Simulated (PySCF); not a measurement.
# Dipole moment and polarisability of ethyl isocyanide

Compound: ethyl isocyanide, C3H5N.
Geometry (PBE0-D3(BJ)/def2-SVP, Å), atoms numbered from 1 in this order:
```
atom  x, y, z in Å
C1     2.4423   -0.6237    0.6284
N2     1.4591   -0.0689    0.3118
C3     0.2545    0.5691   -0.0679
C4    -0.9180   -0.3975   -0.1154
H5     0.4116    1.0397   -1.0520
H6     0.0586    1.3850    0.6466
H7    -0.7311   -1.2029   -0.8400
H8    -1.8307    0.1369   -0.4152
H9    -1.0881   -0.8543    0.8700
```

Level: PBE0/def2-SVPD (PySCF), static field, nuclei fixed, core orbitals frozen in the response. The polarisability tensor in these axes (au):

```
x   51.43 -4.63  4.35
y   -4.63 39.34 -1.84
z    4.35 -1.84 36.28
```

Question: Give the principal values, the mean and the anisotropy Δα = √{½[(α1 − α2)² + (α2 − α3)² + (α1 − α3)²]}.

Answer: Principal values 35.00, 37.80 and 54.23 au; mean 42.35 au = 6.28 Å³ = 6.98 × 10⁻⁴⁰ C²·m²/J; Δα = 18.00 au (42 % of the mean).

Question: What is the dipole moment, and where does it point?

Answer: (-3.49, 1.64, -1.06) D, 4.00 D in size, pointing from the negative to the positive side. Measured along this direction, the outermost atoms are C1 at the negative end and H8 at the positive end.

Question: What depolarisation ratio follows for Rayleigh scattering of linearly polarised light, taking the static tensor?

Answer: ρ = 3Δα²/(45ᾱ² + 4Δα²) = 971.7/(80696 + 1295.6) = 0.0119.

Question: Estimate the molar refractivity from the static electronic polarisability.

Answer: Lorentz–Lorenz: R = (4π/3)N_A α = 2.5225 cm³/(mol·Å³) × 6.28 Å³ = 15.8 cm³/mol, in the limit of long wavelengths.

Question: Find the Langevin capture rate constant for H3O+ (19.018 u) meeting this molecule (55.042 u), k = 2.342 × 10⁻⁹ cm³/s × √(α in Å³ / reduced mass in u).

Answer: The reduced mass is 14.13 u, so k = 1.56 × 10⁻⁹ cm³/s. The formula leaves out the permanent dipole, which adds to the capture rate.

Question: Give the eigenvalues of the traceless quadrupole moment Θ = ½Σq(3rr − r²1), origin at the centre of nuclear charge.

Answer: -8.00, 3.88, 4.11 D·Å. The values depend on the origin, since the dipole doesn't vanish. The electronic extent ⟨r²⟩ about the same centre is 299 bohr², a root-mean-square distance of 1.67 Å for the 30 electrons.

Question: Along which axes do the principal values lie, and how far do the nuclei extend along each?

Answer: Largest value along (0.91, -0.32, 0.25), where the nuclei span 4.41 Å; middle along (0.35, 0.93, -0.11), 2.51 Å; least along (-0.20, 0.19, 0.96), 1.78 Å. The response follows the extents in order.

Isolated species at its PBE0-D3(BJ)/def2-SVP geometry, gas phase.
